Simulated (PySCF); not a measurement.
# Frontier levels across methods

Species: 2-chloro-1,1-difluoroethane, C₂H₃ClF₂.
Geometry (PBE0-D3(BJ)/def2-SVP, Å), atoms numbered from 1 in this order:
```
atom  x, y, z in Å
F1    -0.106    0.329    1.691
C2     0.141   -0.431    0.610
F3    -0.668   -1.513    0.664
C4    -0.177    0.329   -0.657
Cl5    0.938    1.688   -0.884
H6     1.192   -0.766    0.647
H7    -1.204    0.714   -0.594
H8    -0.091   -0.345   -1.519
```

Basis pcSseg-2 throughout (PySCF), one geometry. One conformer (not necessarily the lowest) at the PBE0-D3(BJ)/def2-SVP geometry, without solvent, vibrations or thermal averaging.

How do the orbital energies, the gap and the dipole change with the method?

```
   method                    kind  HOMO (eV)  LUMO (eV)  gap (eV)  μ (D)  SCF cycles
     BLYP                     GGA      -7.40      -0.78      6.62   1.43          14
     OPBE                     GGA      -7.51      -0.74      6.77   1.39          15
      PBE                     GGA      -7.53      -0.86      6.67   1.42          14
    B97-D                     GGA      -7.53      -0.76      6.77   1.43          14
     BP86                     GGA      -7.63      -0.91      6.72   1.43          14
      KT2                     GGA      -7.65      -0.93      6.72   1.43          15
      LDA                     LDA      -7.66      -1.09      6.57   1.47          14
      KT3                     GGA      -7.67      -0.94      6.73   1.41          15
    B97-2           global hybrid      -8.73       0.16      8.88   1.50          13
    B3LYP           global hybrid      -8.73      -0.11      8.62   1.51          12
     PBE0           global hybrid      -8.99       0.20      9.19   1.51          12
 mPW1PW91           global hybrid      -9.02       0.18      9.20   1.51          12
BHandHLYP           global hybrid     -10.33       0.98     11.31   1.60          11
CAM-B3LYP  range-separated hybrid     -10.43       1.10     11.53   1.56          11
  wB97X-D  range-separated hybrid     -10.90       2.03     12.94   1.53          12
  LC-wPBE  range-separated hybrid     -11.87       2.32     14.18   1.55          13
       HF            Hartree–Fock     -12.42       2.72     15.14   1.69          10
```

The HOMO spans 5.02 eV, from BLYP down to HF, and the gap runs from 6.57 eV (LDA) to 15.14 eV (HF). Over the methods BLYP (0 %), OPBE (0 %), PBE (0 %), B97-D (0 %), BP86 (0 %), KT2 (0 %), LDA (0 %), KT3 (0 %), B97-2 (21 %), B3LYP (20 %), PBE0 (25 %), mPW1PW91 (25 %), BHandHLYP (50 %), HF (100 %), a straight line through the gap against the share of exact exchange rises by 0.86 eV for each 10 % (correlation coefficient 0.997). The dipole ranges from 1.39 D (OPBE) to 1.69 D (HF). This basis has no diffuse functions.
